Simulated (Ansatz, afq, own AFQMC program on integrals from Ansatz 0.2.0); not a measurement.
Where AFQMC and coupled cluster stand for Al, doublet

A free Al atom.

Basis 6-31G. Noble-gas cores (and the filled d shells of Ga–Kr and In–Xe) are frozen. AFQMC by an in-house program on the Cholesky factors that Ansatz 0.2.0 writes for its CCSD(T) run. ph-AFQMC/CISD is guided by a CISD state made of CCSD amplitudes; releasing the constraint for a short imaginary time cuts its bias at the price of noise, slowly where states lie close. Free AFQMC starts from the CCSD state and is never constrained. Its projection time is finite, and what remains of the start isn't in its error. ± is one standard error of the sampling.

Determinant: UHF, the one that the program's search chose, which needn't be the lowest solution.

Full CI is exact in this basis; its frozen core comes from its own orbitals, which moves totals by up to a few meV.

Cautions: full CI with its own frozen core.

```
T1 diagnostic                               : 0.0079
weight of the determinant in the CISD state : 0.952
⟨S²⟩ of the determinant                     : 0.750
size of the correlated space                : 3 electrons in 8 orbitals
```

```csv
level,correlation energy (eV)
MP2,-0.4606
CCSD,-0.7950
CCSD(T),-0.7978
```

(1) Estimate where full CI lies against CCSD(T) in the same basis.

(1) 0.03 kcal/mol below CCSD(T).

Reference: full CI, correlation energy -0.799 eV. The released energy is read at 1.50 1/Eh (meV from the phaseless value at times in 1/Eh: 0.1 ± 0.3 at 0.24, -0.11 ± 0.24 at 0.50, -0.23 ± 0.20 at 1.00, -0.36 ± 0.24 at 1.50).

```
         level  E − E(reference) (kcal/mol)  share of correlation (%)
       CCSD(T)                         0.03                     99.83
   ph-AFQMC/HF                  1.22 ± 0.18                     93.37
 ph-AFQMC/CISD                 0.01 ± 0.007                     99.93
released AFQMC                 0.00 ± 0.006                     99.98
    free AFQMC                 0.00 ± 0.003                    100.01
```

Free projections are given only where their last times agree within the noise and don't stop above the reference; a slow remainder of the start can still hide under it. A walk keeps the symmetry of its determinant, which the program's search chose and which needn't be the lowest solution, so a lower state of the same spin and another symmetry isn't excluded. Released energies are given only where the last usable release times agree within the noise; a slower fall can still hide under it.
